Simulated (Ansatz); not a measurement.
A made-up structure of SiNH$_{4}$ (charge +1), closed shell:

```json
{"atom": "N1", "x (Å)": "0.0169", "y (Å)": "0.7701", "z (Å)": "-0.1171"}
{"atom": "Si2", "x (Å)": "-0.0186", "y (Å)": "-0.8472", "z (Å)": "0.1288"}
{"atom": "H3", "x (Å)": "0.4860", "y (Å)": "-1.7964", "z (Å)": "-0.7989"}
{"atom": "H4", "x (Å)": "-0.5576", "y (Å)": "-1.4553", "z (Å)": "1.2934"}
{"atom": "H5", "x (Å)": "0.4265", "y (Å)": "1.1064", "z (Å)": "-0.9887"}
{"atom": "H6", "x (Å)": "-0.3721", "y (Å)": "1.3674", "z (Å)": "0.6125"}
```

It is relaxed with PBE-D4/def2-SVP and then PBE0-D4/def2-TZVP (Ansatz 0.2.0). Atoms count as bonded within 1.22 times the sum of their covalent radii (H–H: 0.88 Å). The end point is not checked to be a true minimum.

Does its bonding change? (A judgement: the text doesn't fix the answer.)

Computed: No: no bond forms or breaks.

Where it ends: The first stage lowers the energy by 0.28 eV in 6 steps. It ends as SiNH₄ ([NH2][SiH2]), total charge +1:
```
atom    x (Å)    y (Å)    z (Å)
  N1   0.0155   0.7047  -0.1072
 Si2  -0.0200  -0.9127   0.1388
  H3   0.5395  -1.7718  -0.9106
  H4  -0.6092  -1.3963   1.3924
  H5   0.4001   1.1388  -0.9383
  H6  -0.3447   1.3822   0.5550
```

Labels in which every atom is bracketed show which atoms are joined, not bond orders.

For scale, one of the runs: PBE0-D4/def2-TZVP relaxation, 92 basis functions, launched by `ansatz run in.yaml --threads 2 --pin off --events-out ev --progress --plain --max-ram 4352MiB`. Hardware: 2 CPU threads of an Arm Neoverse V1, shared host. Wall time about 5.5 s.
